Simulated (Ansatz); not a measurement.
Pulling the pair apart

The pair of H₂S (SMILES S, atoms 1–3) and HCN (SMILES C#N, atoms 4–6), both closed shells, in one local arrangement (a lower one may exist), relaxed at PBE0-D4/def2-TZVP:

```xyz
6
angstrom
S -0.4248 -0.2166 -2.5892
H 0.1773 -1.4146 -2.5619
H -0.2466 -0.0310 -1.2696
C 0.1669 0.5597 2.1647
N 0.0647 0.3036 1.0538
H 0.2626 0.7989 3.2022
```

HCN is shifted rigidly along the line between the mean atom positions of the two fragments (negative: closer). Counterpoise interaction energies in kcal/mol. Computed with Ansatz 0.2.0 (basis: def2-TZVPPD); correlated methods freeze the cores.

```csv
shift (Å),PBE0-D4,PBE-D4,r2SCAN-D4
-0.37,-1.37,-1.62,-0.84
-0.19,-2.18,-2.35,-1.73
0.00,-2.37,-2.49,-1.98
0.19,-2.26,-2.36,-1.93
0.45,-1.94,-2.00,-1.68
0.93,-1.31,-1.34,-1.16
1.86,-0.61,-0.61,-0.58
3.71,-0.20,-0.20,-0.20
```

(1) What does CCSD(T) give at these shifts? (To be estimated.)

No T1 diagnostic of these runs exceeds 0.013.

Results:

(1) The calculation gives: -0.49, -1.62, -2.00, -2.01, -1.77, -1.22, -0.58, -0.19 kcal/mol. For zero shift, CCSD(T) at an estimated basis limit (MP2 extrapolated from triple and quadruple zeta, plus CCSD(T) − MP2 in triple zeta) gives -2.18 kcal/mol. These are counterpoise interaction energies, counted from the two frozen fragments.

For scale, one of the runs: CCSD(T)/def2-TZVPPD, 176 basis functions, launched by `ansatz run in.yaml --threads 2 --pin off --events-out ev --progress --plain --max-ram 5222MiB`. The run took 22 s on 2 CPU threads of an Intel Xeon Platinum 8488C (shared host), with 1.6 GiB of host memory at its peak.
